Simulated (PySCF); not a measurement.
Static response to an electric field

Compound: trimethylamine, C3H9N.
Cartesian coordinates in Å at the GFN2-xTB level; atoms count from 1:
```xyz
13
C3H9N angstrom
C     -0.3572    1.3008    0.3788
N     -0.1371   -0.1223    0.5224
C      1.2659   -0.4532    0.3949
C     -0.9426   -0.8767   -0.4137
H     -0.0646    1.6791   -0.6144
H      0.2205    1.8292    1.1358
H     -1.4133    1.5161    0.5348
H      1.6759   -0.1988   -0.5963
H      1.3979   -1.5215    0.5609
H      1.8303    0.0880    1.1529
H     -0.6954   -0.6549   -1.4650
H     -0.7910   -1.9411   -0.2391
H     -1.9936   -0.6443   -0.2483
```

Level: wB97X-D/def2-SVPD (PySCF), static field, nuclei fixed, core orbitals frozen in the response. The polarisability tensor in these axes (au):

```
x   50.18 -0.39  1.40
y   -0.39 50.27  1.25
z    1.40  1.25 46.14
```

Problem. What are the eigenvalues, a third of the trace, and Δα (Δα² = ½Σ(αi − αj)² over the three pairs)?

Solution. Principal values 45.35, 50.62 and 50.63 au; mean 48.86 au = 7.24 Å³ = 8.06 × 10⁻⁴⁰ C²·m²/J; Δα = 5.27 au (11 % of the mean).

Problem. What is the dipole moment, and where does it point?

Solution. (0.18, 0.16, -0.58) D, 0.63 D in size, pointing from the negative to the positive side. Measured along this direction, the outermost atoms are N2, H10, H6, H13 and 3 more at the negative end and H11, H8 and H5 at the positive end.

Problem. What would n − 1 = 2πNα be for an ideal gas of these molecules at 273.15 K and 1 atm, electronic part alone?

Solution. N = p/kT = 2.6868 × 10¹⁹ cm⁻³, so n − 1 = 2π × N × 7.24 × 10⁻²⁴ cm³ = 1222 × 10⁻⁶ at long wavelengths.

Problem. Molar refractivity from α?

Solution. Lorentz–Lorenz: R = (4π/3)N_A α = 2.5225 cm³/(mol·Å³) × 7.24 Å³ = 18.3 cm³/mol, in the limit of long wavelengths.

Problem. Find the Langevin capture rate constant for H3O+ (19.018 u) meeting this molecule (59.073 u), k = 2.342 × 10⁻⁹ cm³/s × √(α in Å³ / reduced mass in u).

Solution. The reduced mass is 14.39 u, so k = 1.66 × 10⁻⁹ cm³/s. The formula leaves out the permanent dipole, which adds to the capture rate.

Problem. Sum over states: ᾱ = Σ f/ω², ω in Eh. What share falls to these 8 lowest TDDFT singlets (eV, f)? 6.16, 0.0280; 7.34, 0.0046; 7.34, 0.0046; 8.00, 0.1276; 8.01, 0.0500; 8.27, 0.0247; 8.27, 0.0247; 9.11, 0.0083.

Solution. They add up to 3.34 au, 6.8 % of the 48.86 au; the largest single term is 1.48 au, from the state at 8.00 eV. Terms in order: 0.55, 0.06, 0.06, 1.48, 0.58, 0.27, 0.27, 0.07 au. Higher excitations give the rest. The strengths listed sum to 0.273.

Isolated species at its GFN2-xTB geometry, gas phase.

These values come from a run that also computed excited states. Time: 9.3 s of wall time. Hardware: an x86-64 server with one thread (shared host).

The pairwise dispersion term of wB97X-D wasn't added to the energies; at a given geometry it leaves orbitals and properties as they are.
